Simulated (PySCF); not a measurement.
# C4H7FO: the cost of one run

Programs: PySCF 2.14.0, with routines of our own; each step states its level. All values are computed. Atoms count from 0.

### 1 The system as given

13 atoms, charge 0, multiplicity 1; geometry from: GFN2-xTB.

### 2 Vibronic structure: TDDFT B3LYP/def2-SVP

Job settings and geometry (Å):

```
{"job": {"kind": "vib", "xc": "B3LYP", "basis": "def2-SVP", "tda": false}, "charge": 0, "multiplicity": 1}
C      1.988909    -0.054611     0.206599
C      0.764943    -0.117678     0.691550
F      0.527311     0.246780     1.974768
C     -0.499100    -0.546776    -0.015040
C     -1.487047     0.625077    -0.060342
O     -0.239705    -1.069625    -1.291551
H      2.194987    -0.356906    -0.802257
H      2.813520     0.274067     0.812252
H     -0.942064    -1.375358     0.551839
H     -1.713677     0.964084     0.946483
H     -2.407828     0.309548    -0.544039
H     -1.056313     1.453668    -0.621844
H      0.051674    -0.351784    -1.866147
```

Method: TDDFT B3LYP/def2-SVP vertical-gradient vibronic structure (displaced harmonic oscillators, Condon), gas phase.

Launch:

```
> OMP_NUM_THREADS=1 python excited_run.py task.json out
```

This one command runs all jobs of the session in turn.

**Question.** How long does this first job take on 1 thread of Arm Neoverse V1, shared host, and how much memory does it need?

About 26 s, with a peak of 0.6 GiB.
